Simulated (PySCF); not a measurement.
Gas-phase reaction: 2 Si₂H₆ + SiH₂F₂ = 2 SiHF + 3 SiH₄

Method: PySCF energies plus ideal-gas RRHO corrections (1 bar). † marks an energy on the PBE0/def2-TZVP geometry and frequencies; other levels use their own. MP2 and CCSD(T) freeze the core. 6-31G* has spherical d functions here. All species are closed-shell singlets. B3LYP is the form with VWN-RPA correlation. SiHF: computed as isolated molecules; such fragments, hydroxides, amides, oligomers or adducts are transient or little studied in the gas. MP2 isn't extrapolated to the basis-set limit. CCSD(T) isn't extrapolated to the basis-set limit.

```
level                ΔH°(298 K), kJ
-------------------  --------------
B3LYP/def2-TZVP†                374
BLYP/def2-TZVP†                 342
CCSD(T)/def2-SVP†               374
CCSD(T)/def2-TZVPP†             401
HF/6-31G*                         …
MP2/def2-SVP†                   405
MP2/def2-TZVPP†                   …
PBE0/def2-SVP†                    …
r2SCAN/def2-TZVP†               453
ωB97M-V/def2-TZVP†                …
```

**Question.** What belongs in the gaps?

**Answer.** 
- HF/6-31G*, ΔH°(298 K), kJ: 379
- MP2/def2-TZVPP†, ΔH°(298 K), kJ: 425
- PBE0/def2-SVP†, ΔH°(298 K), kJ: 433
- ωB97M-V/def2-TZVP†, ΔH°(298 K), kJ: 386
